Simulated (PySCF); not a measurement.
Simulated Si 2p region for dimethylsilane (`[SiH2](C)C`), binding energy against the vacuum level.

Every computed line was given a Gaussian of 0.6 eV full width at half maximum and an area set by the number of equivalent atoms (split 2:1 within a doublet); the highest printed point is 100. Method: delta-SCF UKS SCAN, pcX-2 on the ionised atom, pcseg-1 elsewhere, spin-free X2C (PySCF).

binding energy (eV), intensity and a bar:
```
    105.5          0 
    105.6          1 
    105.7          3 #
    105.8          8 ##
    105.9         18 #####
    106.0         34 ##########
    106.1         56 #################
    106.2         79 ########################
    106.3         95 #############################
    106.4        100 ##############################
    106.5         93 ############################
    106.6         79 ########################
    106.7         67 ####################
    106.8         60 ##################
    106.9         57 #################
    107.0         53 ################
    107.1         46 ##############
    107.2         35 ###########
    107.3         24 #######
    107.4         13 ####
    107.5          7 ##
    107.6          3 #
    107.7          1 
    107.8          0
```

Problem. How many maxima does the curve show, and how many computed lines lie under it?

Solution. The curve has 1 maximum (at 106.4 eV). Under it lie 2 lines from 1 inequivalent silicon site, drawn as a 2p3/2, 2p1/2 pair. At this width some lines have no maximum of their own.

Problem. Decompose the envelope and assign each component. Numbering: `[CH3:1][SiH2:2][CH3:3]`.

Solution. 
```json
{"position (eV)": "106.37", "relative area": "0.67", "line": "Si 2p3/2", "atoms": "Si2", "environment": "SiH2 silicon"}
{"position (eV)": "106.99", "relative area": "0.33", "line": "Si 2p1/2", "atoms": "Si2", "environment": "SiH2 silicon"}
```

The curve has no shake-up lines and no vibrational structure. For 2p shells one spin-free hole was relaxed; a mean-field spin–orbit operator and the ground-state splitting of the three 2p orbitals were then diagonalised within the shell. The shell's mean is (2 × 2p3/2 + 2p1/2)/3, and the degeneracies 2j + 1 give areas of 2:1. 2p1/2 minus 2p3/2 (ligand field included): Si 0.62 eV. Isolated species at its PBE0-D3(BJ)/def2-SVP geometry, gas phase.

The run took 9.1 s on one thread, Arm Neoverse V2 (aarch64), no GPU (shared host), and the process peaked at 0.39 GiB of memory.
